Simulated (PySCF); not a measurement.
Species: C3H4O.
SMILES with atom numbers: `[CH:1]1=[CH:2][O:3][CH2:4]1` (hydrogens: H5 on C1; H6 on C2; H7, H8 on C4)

Computed with PBE0-D3(BJ)/def2-SVP geometry optimisation, gas phase in PySCF 2.14.0.

**Question.** What internal coordinates does the optimisation give?

**Answer.** 
```csv
bond,length (bohr),order
C1=C2,2.536,double
C2–O3,2.589,single
O3–C4,2.746,single
C1–C4,2.843,single
C1–H5,2.052,single
C2–H6,2.065,single
"C4–H7, C4–H8",2.082,single
```

Bonds in one row agree within 0.02 bohr and their mean is given. Orders are formal, as drawn. A selection of angles:
```csv
angle,degrees
C2–C1–C4,85.7
C2–C1–H5,137.7
C4–C1–H5,136.6
C1–C2–O3,99.1
C1–C2–H6,140.0
O3–C2–H6,120.9
C2–O3–C4,86.7
O3–C4–H7,110.6
C1–C4–O3,88.5
C1–C4–H7,117.5
H7–C4–H8,110.3
```

Torsions: C4–C1–C2–O3 0° (synperiplanar); C1–C2–O3–C4 0° (synperiplanar); C2–O3–C4–C1 0° (synperiplanar); C2–C1–C4–O3 0° (synperiplanar).

The 2 C–C bonds span 1.342 Å (C1=C2, drawn double) to 1.504 Å (C1–C4, drawn single), a spread of 0.162 Å. The 4-membered ring C1–C2–O3–C4 has internal angles of 85.7° to 99.1° (sum 360°, against 360° for a flat polygon); it is planar, 0.00 Å rms from its mean plane, widest ring torsion 0°. The 4 heavy atoms lie in one plane (0.000 Å rms). O3 (cyclic ether oxygen) is bent (angle 86.7°). The 2 C–O bonds span 1.370 Å (C2–O3, drawn single) to 1.453 Å (O3–C4, drawn single), a spread of 0.083 Å.

Point group: Cs (every atom within 0.08 Å of its image). PBE0-D3(BJ)/def2-SVP frequencies: not computed here.
